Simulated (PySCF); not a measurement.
# C5H5S: the cost of one run

Computed with PySCF 2.14.0 and routines of our own; the level stands in each step. Atoms count from 0.

## (1) The starting structure

11 atoms, charge 1, multiplicity 1; geometry from: GFN2-xTB.

## (2) Geometry optimisation at PBE0/6-31+G*

The job: settings as JSON, then the geometry in Å.

```
{"job": {"xc": "PBE0", "basis": "6-31+G*", "grid": 1, "kind": "geom"}, "charge": 1, "multiplicity": 1}
C     -0.046086     1.146162    -0.101862
C     -1.239638     0.430584    -0.046886
C     -1.283897    -0.937501     0.069143
S      0.079203    -1.934407     0.162261
C      1.356754    -0.829335     0.078006
C      1.201606     0.530451    -0.040220
H     -0.089886     2.221483    -0.195372
H     -2.175425     0.970459    -0.097332
H     -2.227278    -1.463673     0.108265
H      2.339698    -1.276486     0.124643
H      2.090373     1.144935    -0.086609
```

On the command line:

```console
> OMP_NUM_THREADS=1 python excited_run.py task.json out
```

This one command runs all jobs of the session in turn.

Q: Estimate the wall time and peak memory of this first job on 1 thread of Arm Neoverse V2, shared host.

About 13 s, with a peak of 0.54 GiB.
